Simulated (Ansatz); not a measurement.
Results of r²SCANh (PAW; Ansatz, a quantum-chemistry and plane-wave program) for fcc Cu.

Excerpt of the program's output:

```
WARN output.stress: scf.exx.energy_threshold = 1e-6 eV is looser than the 1e-8 eV advised for a stress under a hybrid functional (1e-8 eV for each atom of the …
Crystal: 1 atoms, lattice volume = 11.375 Å³
Basis set: ecut = 520 eV, 331 PW (Γ), exchange–correlation on 60×60×60 points (27 copies of the dense FFT grid, shifted against one another)
Bands: 14, of which v1, the nominal top of the filled ones, is band 10 counted from 1 (9 counted from 0)
Symmetry: 48 space group operations
Space group: Fm-3m (ITA 225), of the structure as read, at distance tolerance 2.2e-5 Å
k-points: 145 of 4096
Functional: x = r2scan, c = r2scan; τ floored in thin density (d = 2e-4 eV/Å³), warm-up for x = 0.9 r2scan + 0.1 exact, c = r2scan; τ floored in thin density (d = 2e-4 eV/Å³)
SCF iter   1: F=—  HF=-6631.257580 eV  |F-HF|=—  |Δ(HF+E_count)|=         —  Δρ=4.06e-2  dr2=1.03e-1  dr2_τ=7.41e-4
SCF iter   2: F=—  HF=-6631.268660 eV  |F-HF|=—  |Δ(HF+E_count)|=   1.11e-2  Δρ=3.88e-2  dr2=9.16e-2  dr2_τ=1.12e-3
  ...
SCF 1 converged in 9 iterations: F = -6631.239211 eV  dr2 = 5.29e-13
Crystal: 1 atoms, lattice volume = 11.375 Å³
Initial density: handed on by an earlier stage of this run
Functional: x = 0.9 r2scan + 0.1 exact, c = r2scan; τ floored in thin density (d = 2e-4 eV/Å³)
Crystal: 1 atoms, lattice volume = 11.375 Å³
SCF iter   5: F=—  HF=-6630.316194 eV  |F-HF|=—  |Δ(HF+E_count)|=  5.83e-10  Δρ=1.72e-6  dr2=1.64e-10  dr2_τ=6.35e-12
SCF iter   6: F=-6630.316194 eV  HF=-6630.316194 eV  |F-HF|=1.27e-11  |Δ(HF+E_count)|=  6.73e-11  Δρ=3.15e-7  dr2=4.77e-12  dr2_τ=1.11e-13
SCF 3 converged in 6 iterations: F = -6630.316194 eV  dr2 = 4.77e-12
Free energy (F): -6630.316194 eV
Internal energy: -6630.314506 eV  (E = F + TS)
E sigma→0 (E₀):  -6630.315350 eV
Fermi energy:    17.165116 eV
--- Stress (GPa, compression-positive) ---
        1.780795       0.000000      -0.000000
        0.000000       1.780795       0.000000
       -0.000000       0.000000       1.780795
  P = ⅓ Tr σ = 1.7808 GPa (17.808 kbar)
```

Question: Write an input file that could have produced this run (the log leaves some choices open).

Answer: One answer among several that fit: 
Ansatz 0.2 input:
```yaml
crystal:
  lattice:
    - [0.0, 1.7850272234, 1.7850272234]
    - [1.7850272234, 0.0, 1.7850272234]
    - [1.7850272234, 1.7850272234, 0.0]
  atoms:
    - { symbol: Cu, position: [0.0, 0.0, 0.0] }
basis:
  ecutwfc: 520
  ecutrho_ratio: 4
  xc_grid: 3
kpoints:
  mp_grid: { grid: [16, 16, 16] }
hamiltonian:
  xc: r2scanh
  dispersion: none
  pseudopotentials: { kind: paw }
scf:
  occupations: { method: fermi_dirac, width: 0.05 }
  convergence: { dr2_threshold: 0.0000000001 }
output:
  forces: false
  stress: true
  eigenvalues: true
```

The cell is one volume of an energy–volume scan, off the minimum.

The PAW data were made under PBE.

Note: the run warned that the count of filled bands differs between k points.
